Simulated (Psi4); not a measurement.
Psi4 input (wB97X-D/6-311+G**):

```
memory 1500 MB

molecule {
-1 1
N     0.01213582    0.03594258    1.43484202
C    -0.01076327    0.04402648   -1.35230364
C     0.01775233    1.27745360    0.81209974
C    -0.00350109   -1.09449745    0.72498945
C    -0.01557349   -1.16690233   -0.66385173
C     0.00549068    1.21962009   -0.61501389
H    -0.01964327    0.05668285   -2.44312951
H    -0.00681822   -2.02556725    1.30061357
H    -0.02808054   -2.12467032   -1.17531637
H     0.00916037    2.16375436   -1.16158136
symmetry c1
no_reorient
no_com
}

set {
  basis 6-311+G**
  reference rks
  scf_type df
  df_basis_scf def2-universal-jkfit
  dft_radial_points 99
  dft_spherical_points 590
  e_convergence 1e-8
  d_convergence 1e-7
  maxiter 150
}

e = energy('wb97x-d')
print_out(f'\nFINAL {e:.10f} DIPOLE {variable("CURRENT DIPOLE")[0]:.6f} {variable("CURRENT DIPOLE")[1]:.6f} {variable("CURRENT DIPOLE")[2]:.6f}\n')
```

Problem. What final total energy does it give?

Solution. -247.59996 Eh.
